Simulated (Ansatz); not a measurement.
## [Cl···H···SiH$_{3}$], doublet: transfer scan

Starting geometry:

| atom | x (Å) | y (Å) | z (Å) |
| --- | --- | --- | --- |
| Cl | -1.6428 | 0.0000 | 0.0000 |
| H | -0.3640 | 0.0000 | 0.0000 |
| Si | 1.8402 | 0.0000 | 0.0000 |
| H | 2.2902 | -1.4163 | 0.0000 |
| H | 2.2902 | 0.7081 | -1.2265 |
| H | 2.2902 | 0.7081 | 1.2265 |

From there H2 is moved from one fragment to the other while all else, the fragments' distance too, stays fixed, so the hump isn't the reaction's barrier; atoms are numbered as listed. Energies are in eV, counted from the starting geometry at the same level.

Basis cc-pVDZ; Ansatz 0.2.0. Only valence electrons are correlated (noble-gas cores frozen). Prefix R: restricted or restricted open-shell reference; prefix U: unrestricted.

Full CI isn't at hand for all of this; UCCSDT(Q) serves as the reference, and is uncertain by about the last step of the cluster series.

| distance Cl1-H2 (Å) | UHF |
| --- | --- |
| 1.279 | 0.000 |
| 1.388 | 0.090 |
| 1.606 | 0.408 |
| 1.825 | 0.227 |
| 2.043 | 0.037 |

Question: Estimate the UCCSDT(Q) curve in cc-pVDZ from this one, knowing how UHF errs.

Answer: The computed UCCSDT(Q) values, in eV from the starting point, and the error of UHF against them:
```tsv
distance Cl1-H2 (Å)	UCCSDT(Q)	UHF less UCCSDT(Q)
1.279	0.000	0.000
1.388	0.033	0.057
1.606	0.327	0.081
1.825	0.307	-0.080
2.043	0.288	-0.251
```

The error spans 0.332 eV and is largest, -0.251 eV, at 2.043 Å.
